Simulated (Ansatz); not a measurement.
# BCl2 radical: how energies converge with the basis set

An exercise on one series of results from a longer session: the logs are not shown, and one member is left open.

Method: one geometry, several basis sets; program: Ansatz 0.2.0, Gaussian basis.

Plan: PBE0-D4/def2-SVP; ωB97M-V/def2-SVP; PBE0-D4/def2-QZVPP; ωB97M-V/def2-QZVPP; the functionals' def2-TZVPP values are taken from earlier runs.

**The relaxed structure**

An earlier PBE0-D4 in a triple-zeta def2 set relaxation fixed the geometry.

3 atoms, charge 0, spin multiplicity 2.

Atoms are counted from 1 here; the program's logs count them from 0.

Bond lengths: Cl1–B2 1.720 Å, B2–Cl3 1.720 Å. Angles: Cl1–B2–Cl3 125.4°.

Geometry (Å):

```xyz
3

Cl    0.3715   -1.5256    0.0300
B    -0.4639   -0.0503   -0.2569
Cl    0.0815    1.5111    0.2137
```

Set-up of the first run:

in.yaml

```yaml
crystal:
  periodic: [false, false, false]
  atoms:
    - {symbol: Cl, position_ang: [0.371479, -1.525645, 0.029984]}
    - {symbol: B, position_ang: [-0.463865, -0.050269, -0.256925]}
    - {symbol: Cl, position_ang: [0.081486, 1.511114, 0.213740]}
basis:
  gaussian: {orbitals: def2-SVP}
magnetization: {spin_polarized: true, initial_magnetization: 1}
hamiltonian: {xc: pbe0, dispersion: d4}
output: {orbitals: {seedname: orbitals}}
```

Steps of the session up to this table: PBE0-D4 in def2-SVP; ωB97M-V in def2-SVP; PBE0-D4 in def2-QZVPP; ωB97M-V in def2-QZVPP.

One of the session's tables, all rows but one given; the rest of the session is left out.

It belongs to the step «Functionals by basis». 

| functional | basis | HOMO (eV) | LUMO (eV) |
| --- | --- | --- | --- |
| PBE0-D4 | def2-SVP | -6.27 | -1.74 |
| PBE0-D4 | def2-TZVPP | -6.43 | -1.97 |
| PBE0-D4 | def2-QZVPP | -6.46 | -2.03 |
| ωB97M-V | def2-SVP | -8.05 | -0.05 |
| ωB97M-V | def2-TZVPP | ? | ? |
| ωB97M-V | def2-QZVPP | -8.30 | -0.54 |

**Question.** Estimate the row for ωB97M-V, def2-TZVPP.

As computed: HOMO (eV): -8.25; LUMO (eV): -0.46. In the column «HOMO (eV)» it lies between ωB97M-V, def2-QZVPP (-8.30) and ωB97M-V, def2-SVP (-8.05).
